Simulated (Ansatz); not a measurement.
# H₄NO₂P: how energies converge with the basis set

The task here is to estimate one member of a computed series from the others.

Program: Ansatz 0.2.0, Gaussian basis. Level of theory: one geometry, several basis sets. These are calculated values, not measurements.

Levels to be run: PBE0-D4/def2-SVP; ωB97M-V/def2-SVP; PBE0-D4/def2-QZVPP; ωB97M-V/def2-QZVPP; the functionals' def2-TZVPP values are taken from earlier runs.

**The relaxed structure**

The geometry comes from an earlier relaxation with PBE0-D4 in a triple-zeta def2 set; it is a stationary point, not always the lowest conformer.

SMILES `NP(O)O`, 8 atoms, charge 0, spin multiplicity 1.

Atoms are counted from 1 here; the program's logs count them from 0.

Bond lengths: N1–P2 1.672 Å, N1–H5 1.008 Å, N1–H6 1.013 Å, P2–O3 1.646 Å, P2–O4 1.642 Å, O3–H7 0.962 Å, O4–H8 0.962 Å. Angles: P2–N1–H5 115.5°, P2–N1–H6 117.7°, H5–N1–H6 112.5°, N1–P2–O3 100.5°, N1–P2–O4 99.5°, O3–P2–O4 95.6°, P2–O3–H7 110.3°, P2–O4–H8 111.6°.

Set-up of the first run:

Contents of in.yaml:

```yaml
crystal:
  periodic: [false, false, false]
  atoms:
    - {symbol: N, position_ang: [-0.440502, 1.222771, -0.005347]}
    - {symbol: P, position_ang: [0.224660, -0.171706, -0.645500]}
    - {symbol: O, position_ang: [1.384907, -0.494232, 0.476688]}
    - {symbol: O, position_ang: [-0.855050, -1.271377, -0.080045]}
    - {symbol: H, position_ang: [-1.020502, 1.755884, -0.634627]}
    - {symbol: H, position_ang: [-0.824525, 1.175316, 0.930804]}
    - {symbol: H, position_ang: [2.223077, -0.103642, 0.212471]}
    - {symbol: H, position_ang: [-0.599864, -2.169914, -0.310243]}
basis:
  gaussian: {orbitals: def2-SVP}
hamiltonian: {xc: pbe0, dispersion: d4}
output: {orbitals: {seedname: orbitals}}
```

On the command line:

```bash
ansatz run in.yaml --threads 2 --pin off --events-out ev --progress --plain --max-ram 4352MiB
```

Among the steps run: PBE0-D4 in def2-SVP; ωB97M-V in def2-SVP; PBE0-D4 in def2-QZVPP; ωB97M-V in def2-QZVPP.

One table of the session follows, with a row left open; its other results are not shown here.

It belongs to the step «Density functionals: the series». 

| functional | basis | HOMO (eV) | LUMO (eV) |
| --- | --- | --- | --- |
| PBE0-D4 | def2-SVP | -6.54 | 1.64 |
| PBE0-D4 | def2-TZVPP | -6.75 | 0.89 |
| PBE0-D4 | def2-QZVPP | -6.83 | 0.54 |
| ωB97M-V | def2-SVP | -8.77 | 3.52 |
| ωB97M-V | def2-TZVPP | ? | ? |
| ωB97M-V | def2-QZVPP | -9.09 | 1.76 |

Estimate the missing values for ωB97M-V, def2-TZVPP.

**Answer.** HOMO (eV): -9.00; LUMO (eV): 2.50. In the column «HOMO (eV)» it lies between ωB97M-V, def2-QZVPP (-9.09) and ωB97M-V, def2-SVP (-8.77).
